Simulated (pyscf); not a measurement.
F–SiH(F)–O–SiH₃ + :HC–F [singlet] → F–SiH₂–O–SiH₃ + F–C:–F [singlet], a four-centre exchange (singlet surface; F–Si, C–H broken, H–Si, C–F formed). Optimised with ωB97X-D3(BJ)/def2-SVP in PySCF. Energies in kcal/mol from the separated reactants.

Small-basis levels: PySCF, no dispersion term, spherical d functions. AM1 to PM7: differences of heats of formation from MOPAC. Cost: rough CPU time at the saddle relative to B3LYP/6-31G*, from one job on a shared machine.

```tsv
level	barrier	reaction energy	cost
HF/STO-3G	37.7	-16.4	0.04
MP2/6-31G*	…	+18.2	0.1
BP86/6-31G*	28.3	+11.2	2
PBE/6-31G*	24.8	+10.8	2
B3LYP/3-21G	28.6	+13.5	0.6
B3LYP/LANL2DZ	40.2	+14.1	0.6
B3LYP/6-31G*	…	+15.3	1
PBE/def2-SVP	23.9	+8.0	2
PM7	51.9	-1.4	under 0.02
ωB97M-D3(BJ)/def2-TZVP	…	+18.0	–
```

Question: Fill in the missing entries.

Answer: 
- MP2/6-31G*, barrier: 45.1
- B3LYP/6-31G*, barrier: 38.7
- ωB97M-D3(BJ)/def2-TZVP, barrier: 43.2

Against the last row the barrier runs from -19.3 (PBE/def2-SVP) to +8.7 kcal/mol (PM7). ωB97M-D3(BJ)/def2-TZVP has limits of its own. On the reactant side the descent ends in a complex (not fully relaxed), 5.5 kcal/mol under the separated species and 48.0 kcal/mol under the saddle at ωB97X-D3(BJ)/def2-TZVP. One saddle was located; it need not be the lowest between these sides. A restricted singlet here is unstable towards spin polarisation, as is usual where a triplet lies low; its energy is less safe.
